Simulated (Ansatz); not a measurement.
For hcp Zr, PBE (PAW; Ansatz, a program for electronic structure) gives:

equilibrium lattice constant a: 3.233 Å
lattice parameter c: 5.169 Å

Task: What does Hartree–Fock (plane waves, PAW; Ansatz) give for the same quantities?

Result: 
- lattice constant a: 3.379 Å (rises by 4.5 %)
- lattice parameter c: 5.287 Å (goes up by 2.3 %)

For comparison: lattice constant a 3.232 Å (measured, 293 K, not corrected to a static lattice; as tabulated in Wikipedia's data pages); lattice parameter c 5.148 Å (measured, 293 K, not corrected to a static lattice; as tabulated in Wikipedia's data pages).

Changes are worked out from the printed values.

Unless a cell is named, each level is at its own relaxed cell (PBE 23.39, Hartree–Fock 26.14 Å³/atom).

Ansatz's density-functional and Hartree–Fock values are scalar-relativistic unless marked +SOC, with PAW data made under PBE.
